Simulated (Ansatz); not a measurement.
Rutile PbO2, treated with PBE (plane waves, PAW; Ansatz, a program for electronic structure).

Settings: plane-wave cutoff 520 eV, 12×12×16 k mesh (along the axes of the cell as run), Fermi–Dirac smearing 0.05 eV, scalar-relativistic PAW data made under PBE.

Shape and atoms are relaxed at each volume.

Pressure at four volumes; x = ln(V/14.819 Å³). One pressure is withheld.

```
V (Å³/atom)        x  P (GPa)
-----------  -------  -------
14.226       -0.0408     4.92
14.819        0.0000     0.00
15.115        0.0198    -1.98
15.412        0.0392        ?
```

Problem. Pass a parabola P(x) through the three rows shown, estimate the bulk modulus and its pressure derivative near zero pressure, and predict the withheld pressure.

Solution. Slopes between the rows: (0.00 − (4.92))/(0.0000 − (-0.0408)) = -120.59 and (-1.98 − (0.00))/(0.0198 − (0.0000)) = -100.00 GPa. Their difference over the span 0.0606 is c = 20.59/0.0606 = 339.8 GPa, so P(x) = 4.92 + (-120.59)(x − (-0.0408)) + 339.8 (x − (-0.0408))(x − (0.0000)). At the middle row B = −dP/dx = −[-120.59 + 339.8 × 0.0408] = 106.7 GPa, and B′ = dB/dP = 2c/B = 6.4. At x = 0.0392 the parabola gives -3.66 GPa; the run gives -3.69 GPa. The Birch–Murnaghan fit to the energies at all volumes has B0 = 106 GPa and B′ = 6.2.

Spin–orbit coupling is not included; it can shift volumes and moduli of such heavy elements.
